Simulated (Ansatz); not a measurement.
Two isomers of C3H6N2O: A = `CNC1(O)C=N1`, B = `COCN=C=N`.

Isolated molecules relaxed with PBE0-D4/def2-TZVP in Ansatz; ΔE leaves out vibrations. CBS: MP2 limit from def2 TZ/QZ plus the TZ coupled-cluster correction, frozen cores. DFT in def2-TZVPP. B3LYP here is the variant with VWN-RPA as its local correlation; programs differ in this. Each species was taken in one conformer, which may not be the lowest.

(1) Which isomer does CCSD(T)/CBS put lower? Give the gap. (Best estimate.)

(2) Give E(B) − E(A) in kcal/mol with r2SCAN-D4, CCSD(T)/def2-TZVPP, ωB97M-V, B2PLYP, PBE-D4, HF/def2-TZVPP, B3LYP-D4. (An estimate is asked.)

Largest T1 diagnostic: 0.014.

Results:

(1) Ansatz gave: B, by 21.1 kcal/mol.

(2) Computed: r2SCAN-D4 -27.3, CCSD(T)/def2-TZVPP -22.3, ωB97M-V -22.1, B2PLYP -27.5, PBE-D4 -26.0, HF/def2-TZVPP -28.0, B3LYP-D4 -29.1. None reverses the order clearly.

From PBE to PBE0 (25 % exact exchange), in def2-TZVPP and without D4, E(B) − E(A) moves by +2.7 kcal/mol. In def2-TZVPP, CCSD(T) changes the Hartree–Fock value by +5.6 kcal/mol (the triples alone add −0.5 kcal/mol) and MP2 by +6.0 kcal/mol.
